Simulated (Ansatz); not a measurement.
Abridged output of a molecular run in Ansatz:

```
Functional definition: HF
1053 factors; integrals over basis functions are off by at most 7.8e-4 eV
mean field evaluation 1: about -19430.7450 eV, gradient 1.6e1 eV
mean field evaluation 2: about -19430.9369 eV, gradient 1.6e1 eV
mean field evaluation 4: about -19432.2696 eV, gradient 2.2e0 eV
mean field evaluation 8: about -19432.2859 eV, gradient 1.2e-1 eV
mean field -19432.28604188 eV, -714.1233403625 hartree, gradient 2.5e-6 eV, S^2 0.000000; 0 other end points of the search recorded, 0 dependent functions left out
11 core orbitals not correlated: weight in the atoms' cores, before any rotation towards them, 1.000 or more for the frozen orbitals, at most 0.000 for the correlated occupied ones
reference -19432.28604188 eV, -714.1233403625 hartree; 9, 9 occupied and 165, 165 virtual orbitals, 1053 factors
second order -11.12437766 eV of doubles, -0.00000000 eV of singles
cycle   1  -12.04947425 eV  change   -9.3e-1 eV  update   8.4e-2
cycle   2  -12.43606611 eV  change   -3.9e-1 eV  update   2.6e-2
cycle   3  -12.49379580 eV  change   -5.8e-2 eV  update   1.3e-2
cycle   4  -12.48725492 eV  change    6.5e-3 eV  update   5.0e-3
cycle   5  -12.48629143 eV  change    9.6e-4 eV  update   2.1e-3
cycle   6  -12.48645542 eV  change   -1.6e-4 eV  update   6.8e-4
cycle   7  -12.48653896 eV  change   -8.4e-5 eV  update   1.9e-4
cycle   8  -12.48661772 eV  change   -7.9e-5 eV  update   6.1e-5
cycle   9  -12.48661806 eV  change   -3.4e-7 eV  update   1.9e-5
perturbative correction -0.51272691 eV, -0.0188423664 hartree
Total energy: -19445.28538685 eV, -714.6010574790 hartree
```

Its atoms:

Z-matrix (Å, degrees):
```
Si
S 1 2.156
H 1 1.482 2 109.9
H 1 1.483 2 107.0 3 -119.4
H 1 1.482 2 109.9 3 121.2
B 2 1.775 1 99.5 3 -60.7
H 6 1.192 2 116.9 1 180.0
H 6 1.195 2 121.4 1 -0.0
```

Question: Which basis set was used?
A. cc-pV(Q+d)Z
B. def2-SVP
C. def2-TZVPP
D. cc-pV(D+d)Z

Answer: C. It gives 185 functions.

Question: Write the keys of the input that set method, charge and spin (a neutral closed shell needs none for the last two).

Answer: 
```yaml
correlation: {method: ccsd_t}
```
